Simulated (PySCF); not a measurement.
Compound: trans-2-pentene, C₅H₁₀.
Atom-mapped SMILES: `[CH3:1]/[CH:2]=[CH:3]/[CH2:4][CH3:5]` (hydrogens: H6, H7, H8 on C1; H9 on C2; H10 on C3; H11, H12 on C4; H13, H14, H15 on C5)

A GFN2-xTB structure was refined with PBE0-D3(BJ)/def2-TZVP geometry optimisation, gas phase in PySCF 2.14.0. Its GFN2-xTB values:

```json
{"coordinate": "C1–C2", "GFN2-xTB": "1.520 Å"}
{"coordinate": "C1–H6", "GFN2-xTB": "1.056 Å"}
{"coordinate": "C2=C3", "GFN2-xTB": "1.331 Å"}
{"coordinate": "C2–H9", "GFN2-xTB": "1.063 Å"}
{"coordinate": "C3–C4", "GFN2-xTB": "1.446 Å"}
{"coordinate": "C3–H10", "GFN2-xTB": "1.102 Å"}
{"coordinate": "C4–C5", "GFN2-xTB": "1.539 Å"}
{"coordinate": "C4–H11", "GFN2-xTB": "1.123 Å"}
{"coordinate": "C5–H13", "GFN2-xTB": "1.111 Å"}
{"coordinate": "C1–C2–C3", "GFN2-xTB": "125.6°"}
{"coordinate": "C2–C3–C4", "GFN2-xTB": "124.6°"}
{"coordinate": "C3–C4–C5", "GFN2-xTB": "112.2°"}
{"coordinate": "C1–C2–C3–C4", "GFN2-xTB": "-179°"}
```

How do these coordinates change at the PBE0-D3(BJ)/def2-TZVP level?

```csv
coordinate,PBE0-D3(BJ)/def2-TZVP (Å or °),change
C3–C4,1.492,+0.046
C1–H6,1.095,+0.039
C1–C2,1.490,-0.030
C2–H9,1.090,+0.027
C4–H11,1.097,-0.026
C5–H13,1.092,-0.019
C4–C5,1.525,-0.014
C3–H10,1.091,-0.011
C2=C3,1.327,-0.004
C2–C3–C4,125.3,+0.7
C1–C2–C3,125.1,-0.5
C3–C4–C5,112.6,+0.4
C1–C2–C3–C4,179,-2
```

The energy falls by 13.1 kJ/mol over 9 energy and gradient evaluations, the largest force component goes from 0.0435 to 2.1e-04 Eh/bohr, and the atoms move by 0.030 Å rms after alignment. The bond that changes most is C3–C4 (alkene CH carbon to allylic carbon), which lengthens by 0.046 Å. Bonds longer at the end by more than 0.005 Å: 6 of 14; shorter: 7. Rotational constants go from 17277, 2128, 2071 to 17324, 2113, 2054 MHz.

The run used 215 basis functions and 58 SCF cycles in all.

Not checked by PBE0-D3(BJ)/def2-TZVP frequencies. One conformer, not necessarily the lowest.

Shape of the structure used: `[CH3:1]/[CH:2]=[CH:3]/[CH2:4][CH3:5]`: C2–C3–C4–C5 -119°.
